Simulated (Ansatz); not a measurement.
Saddle point of SiH5OF, singlet (SiH₃F ([F][SiH3]) + H₂O → SiH₄O ([OH][SiH3]) + HF; bonds formed: Si1–O7, F2–H6; bonds broken: Si1–F2, H6–O7), PBE0-D4/def2-TZVP structure:

```xyz
8
angstrom
Si -0.4926 0.3749 -0.2825
F -0.4997 -1.5614 -0.0066
H -0.8195 0.1199 -1.6988
H -1.5697 0.4188 0.7328
H -0.0281 1.8078 -0.2924
H 0.6639 -1.1703 0.3329
O 1.1692 -0.2026 0.2247
H 1.5764 0.2129 0.9900
```

Energies are electronic, without zero-point energy. Barriers and step energies count from the start structure reached by relaxing down the imaginary mode; all methods use the PBE0-D4 structures, on which another method's saddle can fall below an end. Computed with Ansatz 0.2.0 (basis: def2-TZVPP, with def2-QZVPP for the basis limit); correlated methods freeze the cores. B3LYP uses VWN-RPA correlation. Extrapolation: Hartree–Fock as exp(−7.88 √X), correlation as X^−2.97.

```tsv
method	barrier (kcal/mol)	step energy (kcal/mol)
SPW92	?	3.10
PBE-D4	24.85	5.10
BLYP-D4	29.00	5.84
r2SCAN-D4	27.47	6.28
B97M-V	?	7.52
PBE0-D4	27.75	4.97
B3LYP-D4	30.66	5.68
r2SCAN0-D4	29.27	5.82
BHLYP-D4	33.89	5.97
CAM-B3LYP-D4	29.71	5.60
wB97X-V	29.90	6.24
wB97M-V	?	6.46
B2PLYP	31.21	5.71
PBE-QIDH	29.67	5.03
RPA on PBE	31.70	6.38
HF	44.08	7.21
MP2	30.47	5.33
CCSD	33.65	5.99
CCSD(T)	31.61	5.76
```

(1) Fill in the withheld barriers. (To be estimated.)

The T1 diagnostic stays at or below 0.012.

Results:

(1) Computed: wB97M-V 29.18; SPW92 16.00; B97M-V 31.37 kcal/mol. Each is the energy of the saddle less that of the start structure, by the same method.

For comparison, the barrier by CCSD(T) at an estimated basis limit (MP2 extrapolated from triple and quadruple zeta, plus CCSD(T) − MP2 in triple zeta) is 31.60 kcal/mol.

The step is the kind of ligand exchange by which a precursor binds to a hydroxyl group, or is hydrolysed, in atomic layer deposition of oxides.

Labels in which every atom is bracketed show which atoms are joined, not bond orders.

For scale, one of the runs: CCSD(T)/def2-TZVPP, 174 basis functions (an equivalent command: `ansatz run in.yaml --threads 2`). Time: 17 s of wall clock on 2 CPU threads; the host was shared. Peak host memory: 1.6 GiB.
